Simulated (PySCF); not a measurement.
**Computed and reference excited states of `F[B-]1(F)n2cccc2N=C2C=CC=[N+]21` (Aza-BODIPY)**

Published values to compare with (the computed states carry no symmetry labels, so the two lists aren't matched line by line):

```csv
state,E (eV),f,kind of transition,source
3B2(π→π*),1.33,,vertical absorption,[1]
1B2(π→π*),2.51,,vertical absorption,[1]
3B2(π→π*),2.77,,vertical absorption,[1]
3A1(π→π*),3.03,,vertical absorption,[1]
3B1(n→π*),3.44,,vertical absorption,[1]
1B2(π→π*),3.46,,vertical absorption,[1]
1A1(π→π*),3.46,,vertical absorption,[1]
1B1(n→π*),3.88,,vertical absorption,[1]
```

[1] computed, theoretical best estimate (aug-cc-pVTZ), gas; Knysh, Lipparini, Blondel, Duchemin, Blase, Loos, Jacquemin, reference CC3 energies for organic chromophores (2024), arXiv:2407.09060

Species: Aza-BODIPY, C8H6BF2N3.
Atom-mapped SMILES: `[F:1][B-:2]1([F:3])[n:4]2[cH:5][cH:6][cH:7][c:8]2[N:9]=[C:10]2[CH:11]=[CH:12][CH:13]=[N+:14]12` (hydrogens: H15 on C5; H16 on C6; H17 on C7; H18 on C11; H19 on C12; H20 on C13)

Computed, not measured: TDDFT CAM-B3LYP/def2-SVPD, vertical, gas phase, core orbitals frozen in the response in PySCF 2.14.0, density-fitted response routines. Geometry: PBE0-D3(BJ)/def2-SVP; no solvent, vibrations or thermal averaging.

Computed singlets: 2.84 eV (f 0.466); 3.68 eV (f 0.141); 3.77 eV (f 0.002); 3.89 eV (f 0.039); 5.60 eV (f 0.000); 6.06 eV (f 0.011); 6.42 eV (f 0.107); 6.42 eV (f 0.001); 6.74 eV (f 0.019); 6.77 eV (f 0.069). Computed triplets (Tamm–Dancoff): 1.13, 2.77, 3.00, 3.16 eV.

Problem. How does the lowest computed singlet compare with the best estimate listed for the lowest singlet (vertical absorption)?

Solution. 2.84 eV against 2.51 eV for 1B2(π→π*) [1]: a difference of +0.33 eV. Geometry and basis of the two calculations needn't be the same.

Problem. How does the lowest computed triplet compare with the best estimate listed for the lowest triplet (vertical absorption)?

Solution. 1.13 eV against 1.33 eV for 3B2(π→π*) [1]: a difference of -0.20 eV. Geometry and basis of the two calculations needn't be the same.

Time: 5.0 min wall, 9.2 min CPU; peak memory 2.2 GiB. Hardware: 2 threads of an AMD EPYC, on a shared host.
